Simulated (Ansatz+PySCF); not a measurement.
The numbers below are computed, except where a source is named.
# Several solutions for singlet NaCl in separate pieces

```xyz
2

Na    0.0000    0.0000   -4.2592
Cl    0.0000    0.0000    2.7560
```

Basis set: STO-3G (spherical functions). Charge 0, multiplicity 1.

CASSCF(6,6) was run from several starts with Ansatz (development build ahead of 0.2.0) and PySCF 2.14.0. The starts are those of the Hartree–Fock orbitals from which the active space was taken at the frontier.

```csv
run,program,start,converged,energy (hartree),<S²>
A,Ansatz,stability test followed,yes,-614.34047,0.00
B,Ansatz,search for the lowest state,yes,-614.36996,0.00
C,Ansatz,"atomic start, no search",yes,-614.34047,0.00
D,PySCF,program defaults,yes,-614.34047,0.00
```

(1) Which runs reached the lowest solution of this kind, and what is wrong with the others?

Results:

(1) B reached the lowest solution found. Converged but too high: A by 0.80 eV, C by 0.80 eV, D by 0.80 eV. Convergence only shows a stationary point; in CASSCF the end hangs on which orbitals enter the active space. Caution: other starts end on other solutions of this active space.
